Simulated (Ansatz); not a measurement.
Cost and result up the ladder for AlH2(SiH3) (AlSiH₅) (7 atoms). Charge 0, multiplicity 1. Geometry: r2SCAN-D4/def2-TZVP.

```xyz
7

Al   -1.2402    0.5100    0.4350
H    -2.5644    0.2232   -0.3924
H    -1.3453    1.3374    1.7859
Si    0.9259   -0.3547   -0.3372
H     2.0742    0.4870    0.1014
H     0.9998   -0.4842   -1.8196
H     1.1500   -1.7188    0.2268
```

Ansatz on 4 threads of AMD EPYC 9B14 on a shared host. Times are rough, and most runs start from the orbitals of an earlier one. ωB97X-V/def2-TZVP serves as the yardstick here, not as an exact answer. Differences are given only for rows in sets of like size (and for xTB, whose basis is part of the method), since another set adds its own error. Binding counts from free atoms at the same level (Al doublet, H doublet, Si triplet; other spins of the atoms weren't run), without zero-point energy or a counterpoise term.

B3LYP takes the VWN-RPA correlation. Correlated methods freeze 10 core orbitals.

Correlated methods converge slowly with the basis.

| level | functions | wall time |
| --- | --- | --- |
| PBE-D4/def2-SVP | 61 | 0.25 s |
| PBE0-D4/def2-SVP | 61 | 0.25 s |
| PBE-D4/def2-TZVP | 104 | 0.35 s |
| revPBE-D4/def2-TZVP | 104 | 0.35 s |
| MP2/def2-TZVP | 104 | 0.35 s |
| B3LYP-D4/def2-TZVP | 104 | 0.4 s |
| BLYP-D4/def2-TZVP | 104 | 0.45 s |
| PBE0-D4/def2-TZVP | 104 | 0.55 s |
| r2SCAN-D4/def2-TZVP | 104 | 0.7 s |
| r2SCANh-D4/def2-TZVP | 104 | 0.7 s |
| r2SCAN0-D4/def2-TZVP | 104 | 0.7 s |
| BHLYP-D4/def2-TZVP (with forces) | 104 | 0.85 s |
| ωB97X-V/def2-TZVP | 104 | 1.1 s |
| CCSD(T)/def2-TZVPP | 154 | 2.8 s |

(1) Estimate what each level gives for the binding energy per atom (eV).

Results:

(1) 
```json
{"level": "PBE-D4/def2-SVP", "binding energy per atom (eV)": "2.56", "difference from ωB97X-V/def2-TZVP (eV)": "–"}
{"level": "PBE0-D4/def2-SVP", "binding energy per atom (eV)": "2.57", "difference from ωB97X-V/def2-TZVP (eV)": "–"}
{"level": "PBE-D4/def2-TZVP", "binding energy per atom (eV)": "2.57", "difference from ωB97X-V/def2-TZVP (eV)": "-0.10"}
{"level": "revPBE-D4/def2-TZVP", "binding energy per atom (eV)": "2.55", "difference from ωB97X-V/def2-TZVP (eV)": "-0.12"}
{"level": "MP2/def2-TZVP", "binding energy per atom (eV)": "2.47", "difference from ωB97X-V/def2-TZVP (eV)": "-0.20"}
{"level": "B3LYP-D4/def2-TZVP", "binding energy per atom (eV)": "2.63", "difference from ωB97X-V/def2-TZVP (eV)": "-0.03"}
{"level": "BLYP-D4/def2-TZVP", "binding energy per atom (eV)": "2.59", "difference from ωB97X-V/def2-TZVP (eV)": "-0.08"}
{"level": "PBE0-D4/def2-TZVP", "binding energy per atom (eV)": "2.58", "difference from ωB97X-V/def2-TZVP (eV)": "-0.09"}
{"level": "r2SCAN-D4/def2-TZVP", "binding energy per atom (eV)": "2.63", "difference from ωB97X-V/def2-TZVP (eV)": "-0.04"}
{"level": "r2SCANh-D4/def2-TZVP", "binding energy per atom (eV)": "2.62", "difference from ωB97X-V/def2-TZVP (eV)": "-0.04"}
{"level": "r2SCAN0-D4/def2-TZVP", "binding energy per atom (eV)": "2.62", "difference from ωB97X-V/def2-TZVP (eV)": "-0.05"}
{"level": "BHLYP-D4/def2-TZVP (with forces)", "binding energy per atom (eV)": "2.62", "difference from ωB97X-V/def2-TZVP (eV)": "-0.04"}
{"level": "ωB97X-V/def2-TZVP", "binding energy per atom (eV)": "2.66", "difference from ωB97X-V/def2-TZVP (eV)": "0.00"}
{"level": "CCSD(T)/def2-TZVPP", "binding energy per atom (eV)": "2.58", "difference from ωB97X-V/def2-TZVP (eV)": "-0.08"}
```
